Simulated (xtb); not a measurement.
xtb input (GFN1-xTB):

```bash
xtb mol.xyz --gfn 1 --sp --chrg -1 --uhf 0
```
mol.xyz:
```
9

C      0.00227663     1.20322040     0.44486336
C     -0.00323775    -1.10658101     0.32114868
C      0.75429655     0.05058455    -0.25644294
C     -0.75323020     0.05431008    -0.25880444
H      0.00551906     2.07512735    -0.24949554
H     -0.00521134    -1.21291184     1.41329693
H     -0.00467620    -2.04349842    -0.23866461
H      1.26715092    -0.01708750    -1.21288037
H     -1.26341383    -0.01083375    -1.21684443
```

End of the output:

```
         :::::::::::::::::::::::::::::::::::::::::::::::::::::
         ::                     SUMMARY                     ::
         :::::::::::::::::::::::::::::::::::::::::::::::::::::
         :: total energy             -11.186089497195 Eh    ::
         :: gradient norm              0.023089251642 Eh/a0 ::
         :: HOMO-LUMO gap              4.412055804382 eV    ::
         ::.................................................::
         :: SCC energy               -11.331170401985 Eh    ::
         :: -> electrostatic           0.132801879076 Eh    ::
         :: repulsion energy           0.147288709863 Eh    ::
         :: dispersion energy         -0.002207805073 Eh    ::
         :: halogen bond corr.         0.000000000000 Eh    ::
         :: add. restraining           0.000000000000 Eh    ::
         :: total charge              -1.000000000000 e     ::
         :::::::::::::::::::::::::::::::::::::::::::::::::::::

           -------------------------------------------------
          |                Property Printout                |
           -------------------------------------------------

    * Orbital Energies and Occupations

         #    Occupation            Energy/Eh            Energy/eV
      -------------------------------------------------------------
         1        2.0000           -0.4253873             -11.5754
         2        2.0000           -0.3784213             -10.2974
         3        2.0000           -0.3417941              -9.3007
         4        2.0000           -0.3392096              -9.2304
         5        2.0000           -0.3033610              -8.2549
         6        2.0000           -0.2869623              -7.8086
         7        2.0000           -0.2245214              -6.1095
         8        2.0000           -0.2143845              -5.8337
         9        2.0000           -0.1860846              -5.0636
        10        2.0000           -0.1735815              -4.7234
        11        2.0000           -0.0766968              -2.0870 (HOMO)
        12                          0.0854432               2.3250 (LUMO)
        13                          0.0944371               2.5698
        14                          0.1225016               3.3334
        15                          0.1393881               3.7929
        16                          0.1501619               4.0861
        17                          0.1929627               5.2508
Note: The following floating-point exceptions are signalling: IEEE_DENORMAL
normal termination of xtb
        18                          0.2394625               6.5161
        19                          0.3665819               9.9752
        20                          0.4330646              11.7843
        21                          0.4755116              12.9393
        22                          0.4789838              13.0338
       ...                                ...                  ...
        26                          0.6842686              18.6199
      -------------------------------------------------------------
                  HL-Gap            0.1621401 Eh            4.4121 eV
             Fermi-level            0.0043732 Eh            0.1190 eV

  Mulliken/CM5 charges         n(s)   n(p)   n(d)
     1C    -0.51789 -0.56776   1.320  3.198  0.000
     2C    -0.06586 -0.16578   0.998  3.067  0.000
     3C    -0.06079 -0.12082   1.044  3.017  0.000
     4C    -0.06079 -0.12082   1.044  3.017  0.000
     5H    -0.07110 -0.01911   1.071  0.000  0.000
     6H    -0.04328  0.01051   1.043  0.000  0.000
     7H    -0.05432 -0.00079   1.054  0.000  0.000
     8H    -0.06299 -0.00772   1.063  0.000  0.000
     9H    -0.06299 -0.00772   1.063  0.000  0.000

Wiberg/Mayer (AO) data.
largest (>0.10) Wiberg bond orders for each atom

 ---------------------------------------------------------------------------
     #   Z sym  total        # sym  WBO       # sym  WBO       # sym  WBO
 ---------------------------------------------------------------------------
     1   6 C    3.002 --     5 H    1.019     4 C    0.948     3 C    0.948
     2   6 C    3.957 --     7 H    0.981     6 H    0.979     4 C    0.979
                             3 C    0.979
     3   6 C    3.802 --     2 C    0.979     8 H    0.976     1 C    0.948
                             4 C    0.880
     4   6 C    3.802 --     2 C    0.979     9 H    0.976     1 C    0.948
                             3 C    0.880
     5   1 H    1.038 --     1 C    1.019
     6   1 H    1.043 --     2 C    0.979
     7   1 H    1.014 --     2 C    0.981
     8   1 H    1.015 --     3 C    0.976
     9   1 H    1.015 --     4 C    0.976
 ---------------------------------------------------------------------------

Topologies differ in total number of bonds
Writing topology from bond orders to xtbtopo.mol

 dipole moment from electron density (au)
     X       Y       Z
  -0.0015  -1.4457  -1.3346  total (Debye):    5.001

           -------------------------------------------------
          | TOTAL ENERGY              -11.186089497195 Eh   |
          | GRADIENT NORM               0.023089251642 Eh/α |
          | HOMO-LUMO GAP               4.412055804382 eV   |
           -------------------------------------------------

------------------------------------------------------------------------
------------------------------------------------------------------------
 total:
 SCF:
```

It need not be the lowest isomer of its formula. Whether it binds its extra electron was not tested at this geometry.
